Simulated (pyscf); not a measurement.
HC≡CH (SMILES C#C) + H₂C=C=CH₂ (SMILES C=C=C) → C₅H₆ (SMILES C=C1C=CC1) (cycloaddition; singlet surface; none broken, C–C, C–C formed). Structures and frequencies: ωB97X-D3(BJ)/def2-SVP in PySCF. MP2 and CC: frozen core, UHF for open shells. ΔMP2 is the change of the MP2 total energy from the triple- to the quadruple-zeta basis. Energies in kcal/mol from the separated reactants.

| level | barrier | reaction energy |
|---|---|---|
| PBE/def2-TZVP | 25.4 | -47.6 |
| B3LYP-D3(BJ)/def2-TZVP | (withheld) | -42.4 |
| M06-2X/def2-TZVP | 41.4 | -43.7 |
| HF/def2-TZVP | 68.1 | -37.9 |
| MP2/def2-QZVPP | 29.6 | -46.8 |
| CCSD(T)/def2-TZVPP | 31.4 | -44.1 |
| CCSD(T)/def2-TZVPP + ΔMP2(QZVPP) | (withheld) | (withheld) |

Some entries are withheld; supply them.


- B3LYP-D3(BJ)/def2-TZVP, barrier: 33.7
- CCSD(T)/def2-TZVPP + ΔMP2(QZVPP), barrier: 31.1
- CCSD(T)/def2-TZVPP + ΔMP2(QZVPP), reaction energy: -44.3

The same reactants have a lower exit, to HC≡C–CH₂–CH=CH₂ (barrier +34.5 kcal/mol at ωB97M-D3(BJ), against +43.4 kcal/mol here). One saddle was located; it need not be the lowest between these sides. One closed-shell reference is unstable to symmetry breaking; treat the single-reference values with care. The CCSD(T) − MP2 part came from Ansatz, without density fitting, on the same reference.
